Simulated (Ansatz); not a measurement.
# SiPH2+ (triplet): from Hartree-Fock to the top rungs, def2-TZVPP

An exercise on one series of results from a longer session: the logs are not shown, and one member is left open.

Program: Ansatz 0.2.0, Gaussian basis. Level of theory: def2-TZVPP, core rule «outside noble gas», up to 10 orbitals frozen. These are calculated values, not measurements.

Plan: UHF; ROHF; CCSD(T) on UHF.

## The system

The geometry is a PBE0/def2-TZVP stationary point (not a proven minimum) of the parent state, kept for this charge and spin.

4 atoms, charge 1, spin multiplicity 3.

Atoms are counted from 1 here; the program's logs count them from 0.

Bond lengths: Si1–P2 2.275 Å, Si1–H3 1.499 Å, P2–H4 1.427 Å. Angles: P2–Si1–H3 115.3°, Si1–P2–H4 96.5°.

The first run:

in.yaml

```yaml
crystal:
  periodic: [false, false, false]
  atoms:
    - {symbol: Si, position_ang: [-0.059994, -0.083342, 1.179230]}
    - {symbol: P, position_ang: [0.000332, 0.090462, -1.088224]}
    - {symbol: H, position_ang: [0.995175, 0.691262, 1.910267]}
    - {symbol: H, position_ang: [0.666308, -1.148881, -1.327757]}
basis:
  gaussian: {orbitals: def2-TZVPP}
total_charge: 1
magnetization: {spin_polarized: true, initial_magnetization: 2}
hamiltonian: {xc: hf}
output: {orbitals: {seedname: orbitals}}
```

Command:

```
$ ansatz run in.yaml --threads 1 --pin off --events-out ev --progress --plain --max-ram 4096MiB --backend cpu
```

Steps of the session up to this table: UHF; ROHF; CCSD(T) on UHF.

One table of the session follows, with a row left open; its other results are not shown here.

```
  method  from UCCSD(T) (kcal/mol)
    ROHF                         ?
     UHF                   +152.36
    UMP2                    +31.16
   UCCSD                     +6.51
UCCSD(T)                         0
```

**Question.** Estimate the row for ROHF.

**Answer.** from UCCSD(T) (kcal/mol): +157.89. In the column «from UCCSD(T) (kcal/mol)» it is the highest.
